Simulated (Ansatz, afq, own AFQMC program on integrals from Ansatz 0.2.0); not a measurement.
**CH$_{4}$Si, triplet in cc-pVTZ, levels against AFQMC with the constraint released**

```xyz
6

C    -1.8520    0.0000    0.0000
H    -2.2152    1.0273    0.0000
H    -2.2152   -0.5137    0.8897
H    -2.2152   -0.5137   -0.8897
H    -0.6550    0.0000    0.0000
Si    1.0540    0.0000    0.0000
```

Connectivity, by distances: CH3 ··· Si, 1 bridging H.

Basis cc-pVTZ. Only valence electrons are correlated. Integrals, coupled cluster, full CI and functionals: Ansatz 0.2.0; the random walks run on the same integrals in our own AFQMC program. ph-AFQMC/CISD is guided by a CISD state made of CCSD amplitudes; releasing the constraint for a short imaginary time cuts its bias at the price of noise, slowly where states lie close. ± is one standard error of the sampling.

Determinant: UHF, the one that the program's search chose, which needn't be the lowest solution. The geometry is a point of a scan.

No full CI on the walks' own integrals is used here. The released AFQMC energy serves as the reference, which it does only where one determinant dominates, the energy is flat over the last release times and near the phaseless one (40 meV or 2 meV an electron, half that with transition metals). On small molecules, where full CI could be run and the noise was under 10 meV, such values lay within 10 meV of it in 19 cases of 20, a flattering rate, since the rule was set on those same cases; what remains of the bias isn't in the error bar.

Cautions: lower spins were not checked; the released value is read at 2.40 1/Eh (meV from the phaseless value at times in 1/Eh: -11 ± 6 at 0.24, -7 ± 5 at 0.51, -8 ± 7 at 0.99, -15 ± 5 at 1.62, -7 ± 5 at 2.40).

The T1 diagnostic is 0.0175. The weight of the determinant in the CISD state is 0.861, the ⟨S²⟩ of the determinant is 2.030 and the size of the correlated space is 12 electrons in 114 orbitals.

Reference: AFQMC with the constraint released, correlation energy -8.579 ± 0.005 eV.

```
        level  E − E(reference) (kcal/mol)  share of correlation (%)
           HF                197.84 ± 0.12                      0.00
          MP2                 31.03 ± 0.12                     84.31
         CCSD                  7.96 ± 0.12                     95.97
      CCSD(T)                  0.97 ± 0.12                     99.51
ph-AFQMC/CISD                  0.17 ± 0.17                     99.92
```

A walk keeps the symmetry of its determinant, which the program's search chose and which needn't be the lowest solution, so a lower state of the same spin and another symmetry isn't excluded. Released energies are given only where the last usable release times agree within the noise; a slower fall can still hide under it.
